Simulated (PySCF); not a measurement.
Scan of H3N, singlet: umbrella (inversion) coordinate, bond length relaxed. Scanned: angle between the N-H bonds and the threefold axis (90 = planar). Other coordinates (N-H bond length) were minimised at PBE0/def2-TZVP.

Level of theory: CCSD(T) on RHF/cc-pVTZ, 1 core orbital frozen run with PySCF 2.14.0.

Scanned values (°): 90, 93, 96, 99, 102, 105, 108, 111, 114, 117, 120, 123, 126, 129, 132.

Problem. Locate the minima and the barriers on this grid.

Solution. Lower than their neighbours: 114° (0.0 kJ/mol). Higher than their neighbours: 90° (26.6 kJ/mol, end of the scan), 132° (96.9 kJ/mol, end of the scan). The whole profile spans 96.9 kJ/mol.
